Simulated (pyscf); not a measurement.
HO–As(OH)–O–SiH₃ + hydrogen (H₂) → HO–As(OH)–OH + silane (SiH₄) (four-centre exchange; singlet surface; O–Si, H–H broken, H–O, H–Si formed). PySCF, gas phase, ωB97X-D3(BJ)/def2-SVP geometries. Energies in kJ/mol from the separated reactants.

```tsv
level	barrier	reaction energy
ωB97X-D3(BJ)/def2-TZVP	?	?
B3LYP-D3(BJ)/def2-TZVP	219.9	+76.9
PBE0-D3(BJ)/def2-TZVP	202.7	+67.5
M06-2X/def2-TZVP	233.2	+87.4
ωB97M-D3(BJ)/def2-TZVP	?	+72.7
HF/def2-TZVP	293.7	+65.1
```

Problem. Some entries are withheld; supply them.

Solution. 
- ωB97X-D3(BJ)/def2-TZVP, barrier: 225.6
- ωB97X-D3(BJ)/def2-TZVP, reaction energy: +81.5
- ωB97M-D3(BJ)/def2-TZVP, barrier: 219.0

The functionals in the table span 30.6 kJ/mol in this barrier, from PBE0-D3(BJ) to M06-2X. One saddle was located; it need not be the lowest between these sides. Elements up to Kr have no core potential and no relativistic terms here.
